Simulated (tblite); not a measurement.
Input of a run (GFN2-xTB geometry optimisation, gas phase (tblite 0.8.0)), started from a force field or distance geometry:
```
{"job": {"kind": "relax", "xc": "GFN2-xTB", "basis": "xTB"}, "charge": 0, "multiplicity": 1}
N      2.113100     0.290100    -0.012200
C      0.878000     0.412600     0.379700
C     -0.220500    -0.247300    -0.290500
C     -1.489200    -0.132100     0.090500
F     -1.881200     0.580600     1.184300
F     -2.429800    -0.787600    -0.615600
H      2.351200    -0.285700    -0.869900
H      0.697200     1.018600     1.271100
H     -0.005400    -0.843400    -1.162600
```

Output (eV, eV/Å):
```
step      E/eV     max force
  0    -551.47556    3.103
  1    -551.61117    2.204
  2    -551.69327    0.817
  3    -551.74148    0.688
  4    -551.76120    0.355
  5    -551.76501    0.286
  6    -551.76774    0.128
  7    -551.76859    0.068
  8    -551.76891    0.062
  9    -551.76955    0.112
 10    -551.77024    0.116
 11    -551.77097    0.095
 12    -551.77158    0.089
 13    -551.77214    0.090
 14    -551.77264    0.086
 15    -551.77306    0.063
 16    -551.77347    0.066
 17    -551.77390    0.084
 18    -551.77425    0.085
 19    -551.77440    0.041
 20    -551.77444    0.016
 21    -551.77445    0.013
 22    -551.77447    0.021
 23    -551.77448    0.020
 24    -551.77449    0.010
```

Question: Summarise the run.

Answer: The energy falls by 0.299 eV over 24 L-BFGS steps, the largest force on an atom goes from 3.10 to 0.010 eV/Å, and the atoms move by 0.075 Å rms after alignment. The bond that changes most is N1=C2 (imine nitrogen to imine carbon), which shortens by 0.045 Å. Bonds longer at the end by more than 0.005 Å: 1 of 8; shorter: 5. Among the angles that change most is F5–C4–F6, from 118.3° to 109.6°. The energy never rose by more than 1e-5 eV on the way. The first step brought 45 % of the lowering.

Question: What are the final bond lengths?

Answer: N1=C2 1.256 Å, C2–C3 1.460 Å, C3=C4 1.326 Å, C4–F5 1.321 Å, C4–F6 1.324 Å, N1–H7 1.020 Å, C2–H8 1.085 Å, C3–H9 1.080 Å. Numbering counts from 1 in the input's order; the species is `[H]/N=C\C=C(F)F`.

Hardware: an Arm Neoverse V1 with one thread, shared host. Cost: under 0.1 s wall.

Its GFN2-xTB frequencies are all real (lowest 109 cm⁻¹). The numbers are those of one conformer. 3 starts were optimised and ended at 0.00, 0.00 and 1.17 kcal/mol (GFN2-xTB); the lowest of these is shown.

The values belong to the conformer `[H]/[N:1]=[CH:2]\[CH:3]=[C:4]([F:5])[F:6]`: N1–C2–C3–C4 180°.

All values are computed, not measured.
